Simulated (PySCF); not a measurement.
AlF₃, SMILES [F][Al]([F])[F]. Geometry: TPSSh-D3(BJ)/def2-TZVP. The isomer is the one that the SMILES or the coordinates give; other isomers of the formula were not compared.

These are TPSSh-D3(BJ)/def2-TZVP (PySCF) values and carry that method's errors.

Harmonic wavenumbers (cm⁻¹): 240, 240, 291, 683, 945, 945. Rotational constants (GHz): 6.621, 6.621, 3.310; symmetry number 6.

**Question.** Work out the zero-point energy and the ideal-gas rigid-rotor harmonic-oscillator thermochemistry at 298.15 K and 1 atm.

**Answer.** ZPE = ½ Σ hcν = ½ × 3344 cm⁻¹ = 20.00 kJ/mol. H − E(el) = 34.23 kJ/mol. Entropy in J/(mol K): translation 164.00, rotation 90.57, vibration 23.58, total 278.15. G − E(el) = -48.70 kJ/mol. Cp = 62.52 J/(mol K).
